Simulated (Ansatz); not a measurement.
**Two structures, one formula**

Two relaxed structures of BSiNH4, singlet (PBE0-D4/def2-TZVP; forces vanish, vibrations not checked).

A:

```
7
angstrom
B -1.7096 0.5120 -0.2387
Si 0.0533 0.1257 -0.5864
N 1.1938 -0.3438 0.6027
H -2.7114 1.0888 0.0074
H 0.4663 -0.2153 -1.9638
H 1.4943 -1.3014 0.6908
H 1.2134 0.1339 1.4881
```

B:

B1  (1.022, -0.410, 0.785)
Si2  (-0.156, 0.108, -0.750)
N3  (-1.674, 0.623, -0.631)
H4  (-2.059, 0.806, 0.288)
H5  (0.351, -0.105, -2.129)
H6  (1.546, -1.484, 0.818)
H7  (1.153, 0.316, 1.723)
(Å)

Ansatz 0.2.0; basis: def2-TZVPP; cores frozen in the correlated methods. B3LYP uses VWN-RPA correlation.

Task: Which structure is lower at CCSD(T), and by how much? (To be estimated.)

Result: By the calculation: B, by 12.05 kcal/mol (electronic energy, against the other). By their contacts, A is BSiNH₄ ([BH][SiH][NH2]) and B is BSiNH₄ ([BH2][SiH][NH]).

All methods give the same order:

```csv
method,E(B) − E(A) (kcal/mol)
PBE-D4,-12.60
r2SCAN-D4,-12.55
PBE0-D4,-10.41
B3LYP-D4,-12.80
wB97M-V,-11.29
HF,-10.09
MP2,-14.93
CCSD,-11.10
CCSD(T),-12.05
```

The T1 diagnostic stays at or below 0.022. The restricted Hartree–Fock reference is unstable towards an unrestricted one at one or more of these structures.

Labels in which every atom is bracketed show which atoms are joined, not bond orders.

For scale, one of the runs: CCSD(T)/def2-TZVPP, 160 basis functions, launched by `ansatz run in.yaml --threads 2 --pin off --events-out ev --progress --plain --max-ram 4352MiB`. Time: 21 s of wall clock on 2 CPU threads of an Intel Xeon Platinum 8259CL; the host was shared. Peak host memory: 1.1 GiB.
